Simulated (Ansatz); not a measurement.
A trace of molecular dynamics of BFH2 (4 atoms, charge 0, multiplicity 1).

The calculation used UKS PBE0-D4/def2-SVP in Ansatz.

```yaml
ensemble: NVT, Nosé–Hoover chain
set_temperature: 3000 K
thermostat: time constant 20 fs, chain length 1
masses: H 10 u
seed: 324001
```

```
time (fs)  T (K)  potential energy less start (eV)  conserved less start (meV/atom)
      0.0   3000                             0.000                             0.00
      6.0   1537                             0.383                             0.15
     12.0    617                             0.640                             0.14
     18.0   1127                             0.555                             0.14
     24.0   2514                             0.356                             0.09
     30.0   2807                             0.550                             0.18
     36.0   2607                             0.862                             0.27
     42.0   4068                             0.819                             0.17
     48.0   4262                             1.156                             0.32
     54.0   4009                             1.508                             0.39
     60.0   5579                             1.324                             0.27
     66.0   4765                             1.629                             0.53
     72.0   4169                             1.737                             0.58
     78.0   5574                             1.207                             0.48
     84.0   5178                             0.916                             0.26
     90.0   2572                             1.220                             0.50
     96.0   2456                             0.979                             0.13
    102.0   2227                             0.848                             0.16
    108.0   3833                             0.179                            -0.21
    114.0   1581                             0.520                             0.08
    120.0    913                             0.618                             0.05
    126.0   1758                             0.354                            -0.06
    132.0   1749                             0.327                             0.04
    138.0   1804                             0.315                            -0.18
    144.0    672                             0.627                             0.06
    150.0   2294                             0.295                            -0.12
```

Problem. Is this trajectory sound?

Solution. The conserved energy stayed within 0.68 meV per atom of its start (net change -0.12 meV per atom), so the integration is sound. The mean temperature of the second half is 16 % below the set value. A run of 0.15 ps of so small a system gives no equilibrium averages. The time step was 0.5 fs.

Time of the run: 110 s on 1 thread of Intel(R) Xeon(R) 6975P-C (Granite Rapids) (shared host), peak memory 0.1 GiB.
